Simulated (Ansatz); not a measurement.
ScRe: from a trial structure to a relaxed crystal

Level of theory: DFT PBE, scalar-relativistic, plane waves, PAW (Ansatz). Cutoff 420 eV, Γ-centred k mesh, Gaussian smearing, no spin polarisation in the final step.

ScRe was placed on the CoSn structure type (P6/mmm, No. 191), with Sc in place of Co, Re in place of Sn, at a guessed volume.

```yaml
crystal:
  lattice:
    - [5.16696, 0.00000, 0.00000]
    - [-2.58348, 4.47472, 0.00000]
    - [0.00000, 0.00000, 4.16880]
  atoms:
    - { symbol: Sc, position: [0.50000, 0.00000, 0.00000] }
    - { symbol: Sc, position: [0.50000, 0.50000, 0.00000] }
    - { symbol: Sc, position: [0.00000, 0.50000, 0.00000] }
    - { symbol: Re, position: [0.00000, 0.00000, 0.00000] }
    - { symbol: Re, position: [0.33333, 0.66667, 0.50000] }
    - { symbol: Re, position: [0.66667, 0.33333, 0.50000] }
```

Steps on the 6×6×4 mesh (6 atoms). 6 of 6 steps are shown, and the free energy counts from the last. Trial steps that were taken back and renewals of the plane-wave basis can be among the rows.

| step | ΔF (meV/atom) | V (Å³/atom) | P (GPa) |
| --- | --- | --- | --- |
| 1 | 374.9 | 16.06 | 35.44 |
| 2 | 56.6 | 18.45 | 9.95 |
| 3 | 7.6 | 19.62 | 2.26 |
| 4 | 2.9 | 20.02 | 0.15 |
| 5 | 2.7 | 20.06 | 0.04 |
| 6 | 0.0 | 20.06 | 0.19 |

A final relaxation ran on a 12×12×10 mesh. The relaxed crystal, P6/mmm (No. 191):

```cif
data_structure
_symmetry_space_group_name_H-M 'P6/mmm'
_symmetry_Int_Tables_number 191
_cell_length_a 5.6615
_cell_length_b 5.6615
_cell_length_c 4.3507
_cell_angle_alpha 90.000
_cell_angle_beta 90.000
_cell_angle_gamma 120.000
_cell_volume 120.77
loop_
_atom_site_label
_atom_site_type_symbol
_atom_site_symmetry_multiplicity
_atom_site_Wyckoff_symbol
_atom_site_fract_x
_atom_site_fract_y
_atom_site_fract_z
_atom_site_occupancy
Sc1 Sc 3 f 0.50000 0.00000 0.00000 1
Re1 Re 1 a 0.00000 0.00000 0.00000 1
Re2 Re 2 d 0.33333 0.66667 0.50000 1
```

* Volume per atom: 20.13 Å³
* Density: 9.54 g/cm³
* Energy over the elements: 1.27 eV/atom
* Gap on the 12×12×10 mesh: 0 eV (a metal)

Energies over the elements count from the elements' standard structures at the same level, with no empirical corrections.

The final run used a 12×12×10 mesh on its 6-atom cell and 0.10 eV smearing. The k mesh leaves about 4 meV/atom of noise in metals. Spin–orbit coupling is left out.

A structure relaxed within its symmetry needn't be a true minimum.

Cost: 3 runs of about 3.3 core-minutes in all, on Arm Neoverse V1 (shared hosts).